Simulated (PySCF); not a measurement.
This PySCF input asks for the NMR shieldings of Fluoroborane Ion ([BH+]F, [BFH]+); the geometry comes from GFN2-xTB.

```python
import basis_set_exchange as bse
import numpy as np
from pyscf import gto, dft
from pyscf.prop import nmr

atoms = """
B    -0.004196   -0.000914   -0.004141
F     1.193387    0.007672   -0.010666
H    -1.177710   -0.009295    0.002254
"""
names = dict.fromkeys(["B", "F", "H"], "pcSseg-1")
basis = {el: gto.basis.parse(bse.get_basis(n, elements=[el], fmt="nwchem")) for el, n in names.items()}
mol = gto.M(atom=atoms, basis=basis, charge=1, verbose=0)
mf = dft.RKS(mol, xc="PBE0")
mf.grids.level = 2
mf.grids.alignment = dft.numint.BLKSIZE   # the property module wants whole blocks of grid points
mf.conv_tol = 1e-9
mf.kernel()

calc = nmr.RKS(mf)   # GIAO
C = mf.mo_coeff
Co = C[:, mf.mo_occ > 0]
resp = mf.gen_response(singlet=True, hermi=2)
def vind(x):   # induced exchange potential for any number of trial vectors
    d = np.einsum("pi,xij,qj->xpq", C, 2 * x.reshape(-1, C.shape[1], Co.shape[1]), Co, optimize=True)
    return np.einsum("xpq,pi,qj->xij", resp(d - d.transpose(0, 2, 1)), C, Co, optimize=True).ravel()
mo1, _ = nmr.rhf.solve_mo1(calc, with_cphf=vind)
sigma = calc.kernel(mo1)
for i, s in enumerate(sigma):   # ppm
    print("%2d %-2s %9.2f" % (i, mol.atom_pure_symbol(i), np.trace(s) / 3))
```

Q: Give the expected output.

A: 
```
 0 B      82.51
 1 F     189.94
 2 H      25.14
```

These numbers come from an equivalent density-fitted implementation of the same equations, which agrees with the script to about 0.01 ppm for H and up to a few tenths of a ppm for heavy atoms, so last digits may differ.

Size and cost of the density-fitted run: 39 basis functions, 2.2 s wall time on 1 thread of an x86-64 server CPU, shared host.
